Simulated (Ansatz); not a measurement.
# CHOSi: the cost of one run

Computed with Ansatz 0.2.0, Gaussian basis. Level: def2-TZVPP, core rule «outside noble gas», up to 7 orbitals frozen.

The runs, in order: UHF; ROHF; CCSD(T) on UHF.

## Step 1: The geometry

The geometry is a PBE0/def2-TZVP stationary point (not a proven minimum) of the parent state, kept for this charge and spin.

4 atoms, charge 0, spin multiplicity 2.

Atoms are counted from 1 here; the program's logs count them from 0.

Bond lengths: C1–O2 1.286 Å, C1–H4 1.089 Å, O2–Si3 1.707 Å. Angles: O2–C1–H4 123.9°, C1–O2–Si3 134.6°.

## Step 2: UHF

File in.yaml:

```yaml
crystal:
  periodic: [false, false, false]
  atoms:
    - {symbol: C, position_ang: [0.000000, -0.310298, 1.646633]}
    - {symbol: O, position_ang: [0.000000, 0.351816, 0.544141]}
    - {symbol: Si, position_ang: [0.000000, -0.073198, -1.108628]}
    - {symbol: H, position_ang: [0.000000, 0.152652, 2.632314]}
basis:
  gaussian: {orbitals: def2-TZVPP}
magnetization: {spin_polarized: true, initial_magnetization: 1}
hamiltonian: {xc: hf}
output: {orbitals: {seedname: orbitals}}
```

The run is started by

```
$ ansatz run in.yaml --threads 1 --pin off --events-out ev --progress --plain --max-ram 4096MiB --backend cpu
```

Q: Estimate wall time and peak memory on 1 thread of AMD EPYC 7R13, shared host.

About 16 s, with a peak of 0.26 GiB.
